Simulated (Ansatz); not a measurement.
Geometry optimisation, RKS PBE-D4/def2-SVP in Ansatz.

input.yaml

```yaml
crystal:
  periodic: [false, false, false]
  atoms:
    - { symbol: B, position_ang: [-0.973971, -0.000229, 0.327543] }
    - { symbol: H, position_ang: [1.32063, 0.000429, 0.97929] }
    - { symbol: H, position_ang: [1.41534, -0.000455, 0.260402] }
    - { symbol: H, position_ang: [-0.549499, 0.000255, -0.867135] }
basis:
  gaussian: { orbitals: def2-SVP }
hamiltonian:
  xc: pbe
  dispersion: d4
relax:
  f_tol: 0.03
  max_steps: 50
output:
  orbitals: {}
```

Run as:

```bash
$ ansatz run input.yaml --threads 1 --pin off --max-ram 2048MiB --backend cpu --events-out ev --progress --plain --runs-dir out
```

Question: Where does it end, and by what steps?

Answer: The forces met the threshold. After 11 steps the energy has fallen by 4.035 eV; B1 moved furthest, 1.29 Å. Parted: H2–H3 (0.73 → 2.10 Å). Joined: B1–H2 (2.39 → 1.21 Å), B1–H3 (2.39 → 1.21 Å).

```csv
step,energy less start (eV),largest force component (eV/Å),accepted
0,0.0000,1.950,yes
1,-0.1185,0.421,yes
2,-0.2541,0.558,yes
3,-0.4123,1.480,yes
4,-0.5639,2.478,yes
5,-0.7324,2.792,yes
6,-1.6567,2.856,yes
7,-2.4940,2.105,yes
8,-3.2466,2.086,yes
9,-3.9296,0.969,yes
10,-4.0343,0.093,yes
11,-4.0348,0.008,yes
```

```xyz
4
Properties=species:S:1:pos:R:3
B 0.303 0.000 0.175
H 0.223 0.000 1.387
H 1.393 0.000 -0.361
H -0.706 0.000 -0.501
```

Run time: 2.7 s on 1 thread of Intel(R) Xeon(R) Platinum 8488C (Sapphire Rapids), on a shared host, peak memory 0.099 GiB.
